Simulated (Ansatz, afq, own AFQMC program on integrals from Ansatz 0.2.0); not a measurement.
## Cl, doublet in cc-pVDZ, levels against full CI

A free Cl atom.

Basis cc-pVDZ. Noble-gas cores (and the filled d shells of Ga–Kr and In–Xe) are frozen. AFQMC by an in-house program on the Cholesky factors that Ansatz 0.2.0 writes for its CCSD(T) run. ph-AFQMC/CISD is guided by a CISD state made of CCSD amplitudes; releasing the constraint for a short imaginary time cuts its bias at the price of noise, slowly where states lie close. Error bars are statistical, one sigma.

Determinant: UHF, the one that the program's search chose, which needn't be the lowest solution.

Full CI on the same integrals is exact in this basis and with this determinant's frozen core.

Cautions: the ph-AFQMC/HF walk drifts between its halves (2.2 errors); the ph-AFQMC/CISD walk drifts between its halves (2.3 errors).

```
T1 diagnostic                               : 0.0049
weight of the determinant in the CISD state : 0.950
⟨S²⟩ of the determinant                     : 0.756
size of the correlated space                : 7 electrons in 13 orbitals
```

Reference: full CI, correlation energy -3.486 eV. The released energy is read at 2.40 1/Eh (meV from the phaseless value at times in 1/Eh: 0.2 ± 1.8 at 0.24, -2.9 ± 1.8 at 0.51, -3.5 ± 1.8 at 0.99, -6.9 ± 2.3 at 1.62, -7 ± 3 at 2.40).

```tsv
level	E − E(reference) (kcal/mol)	share of correlation (%)
HF	80.39	0.00
MP2	11.49	85.71
CCSD	0.95	98.82
CCSD(T)	0.23	99.72
CCSDT	0.10	99.87
CCSDT(Q)	0.01	99.99
CCSDTQ	0.00	100.00
ph-AFQMC/HF	1.29 ± 0.50	98.40
ph-AFQMC/CISD	0.12 ± 0.05	99.85
released AFQMC	-0.04 ± 0.06	100.06
```

CCSDT and higher add their correlation energy to the determinant of the CCSD(T) run, since their own runs factorise the integrals more tightly (a shift of under 2 meV). A walk keeps the symmetry of its determinant, which the program's search chose and which needn't be the lowest solution, so a lower state of the same spin and another symmetry isn't excluded. Released energies are given only where the last usable release times agree within the noise; a slower fall can still hide under it.
